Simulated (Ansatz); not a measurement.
The input, for Ansatz 0.2.0:

```yaml
crystal:
  periodic: [false, false, false]
  atoms:
    - {symbol: Si, position_ang: [0.000000, 0.000000, -0.447045]}
    - {symbol: B, position_ang: [0.000000, 0.000000, 2.409955]}
    - {symbol: H, position_ang: [0.000000, 0.000000, -1.962910]}
basis:
  gaussian: {orbitals: def2-SVP}
magnetization: {spin_polarized: false}
hamiltonian: {pseudopotentials: {relativity: none}}
correlation: {method: mp2, electrons: valence}
scf: {lower_state_search: full}
output: {forces: true}
```

```sh
$ ansatz run in.yaml --threads 1 --pin off --events-out ev --progress --plain --max-ram 2393MiB
```

Log:

```
363 factors; integrals over basis functions are off by at most 1.2e-3 eV
mean field evaluation 1: about -8536.6278 eV, gradient 1.2e1 eV
mean field evaluation 2: about -8536.6280 eV, gradient 1.2e1 eV
mean field evaluation 4: about -8537.9281 eV, gradient 1.7e0 eV
mean field evaluation 8: about -8537.9704 eV, gradient 2.5e-1 eV
mean field evaluation 16: about -8525.5020 eV, gradient 1.3e1 eV
mean field evaluation 32: about -8535.1275 eV, gradient 3.4e0 eV
mean field evaluation 64: about -8530.5340 eV, gradient 1.0e-4 eV
mean field evaluation 96: about -8534.3295 eV, gradient 5.8e0 eV
mean field -8537.97265690 eV, -313.7647078955 hartree, gradient 1.7e-6 eV, S^2 0.000000; 8 other end points of the search recorded, 0 dependent functions left out; unrestricted orbitals would lower it
mean field evaluation 128: about -8538.1932 eV, gradient 8.5e0 eV
unrestricted determinant -8539.84327556 eV, -313.8334518630 hartree, S^2 1.0327
6 core orbitals not correlated: weight in the atoms' cores, before any rotation towards them, 1.000 or more for the frozen orbitals, at most 0.000 for the correlated occupied ones
reference -8537.97265690 eV, -313.7647078955 hartree; 4, 4 occupied and 27, 27 virtual orbitals, 363 factors
second order -4.24236183 eV of doubles, -0.00000000 eV of singles
the calculation of the forces begins
Total energy: -8542.21501873 eV, -313.9206118171 hartree
Atom 0 at     0.000000     0.000000    -0.447045 Å, force    -0.000000     0.000000     1.506806 eV/Å
Atom 1 at     0.000000     0.000000     2.409955 Å, force    -0.000000     0.000000    -1.502618 eV/Å
Atom 2 at     0.000000     0.000000    -1.962910 Å, force     0.000000    -0.000000    -0.004188 eV/Å
Dipole moment:    -0.000000    -0.000000    -0.295546 e Å
```

Forces (eV/Å):
```
Si   0.000  0.000  1.507
B    0.000  0.000 -1.503
H    0.000  0.000 -0.004
```

Ran on 1 thread of Arm Neoverse V1, shared host: 0.75 s wall, 0.14 GiB peak host memory.
